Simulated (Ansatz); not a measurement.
Static dielectric constant along a series of related solids, from PBE (PAW; Ansatz, a quantum-chemistry and plane-wave program).

```tsv
solid	PBE	measured
rock-salt LiCl	15.5	10.8
rock-salt NaCl	6.58	5.89‡
rock-salt KCl	5.59	4.82‡
rock-salt RbCl	5.72	4.91‡
```

PBE less measured, from the printed values: rock-salt LiCl +44 %, rock-salt NaCl +11.7 %, rock-salt KCl +16.0 %, rock-salt RbCl +16.5 %.

Members of the series are missing where a level wasn't run or failed, where a doubt is noted on the run or the magnetic state, for phases of high temperature or layered ones, and where values are held back for tests.

Each level is taken at its own relaxed cell. Ansatz's density-functional and Hartree–Fock values are scalar-relativistic unless marked +SOC, with PAW data made under PBE.

Measured values are for low temperature or corrected to a static lattice; ‡ marks uncorrected values at room or unstated temperature. References as tabulated in Andeen et al. (1970), doi:10.1103/physrevb.2.5068; Harker's crystal data pages; Petousis et al. (2017), doi:10.1038/sdata.2016.134.
